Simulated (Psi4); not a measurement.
## Predicting a hybrid from its neighbours: C3H5NO (methoxyacetonitrile)

The species is C3H5NO (10 atoms), meant as a singlet with charge 0. SMILES: `COCC#N`. Geometry: relaxed at PBE0-D4/def2-TZVP. This is one conformer, not always the lowest.

The HOMO–LUMO gap y, in eV, basis def2-SVP; a is the functional's share of exact exchange. Programs: Psi4 1.11.

| functional | program | a | y (eV) |
| --- | --- | --- | --- |
| PBE | Psi4 | 0 | 5.83 |
| revPBE | Psi4 | 0 | 5.90 |
| B3LYP | Psi4 | 0.2 | 8.13 |
| PBE0 | Psi4 | 0.25 | ? |
| BHLYP | Psi4 | 0.5 | 11.52 |

**Question.** Fit y = c + s·a to the known rows and predict PBE0.

**Answer.** 
1. Means of the 4 rows: a = 0.1750, y = 7.845.
2. Σ(Δa)² = 0.1675, Σ(Δa·Δy) = 1.8945, so the slope is 1.8945/0.1675 = 11.31.
3. Intercept: 7.845 − (11.31) × 0.1750 = 5.866. The largest residual of the fit is 0.036.
4. PBE0: 5.866 + (11.31) × 0.25 = 8.69 eV.

The run gave 8.66 eV, so the prediction is off by +0.03 eV, within the largest residual. Exact exchange lowers occupied levels and raises empty ones. The rows mix families of semi-local functionals, which the line can't see.
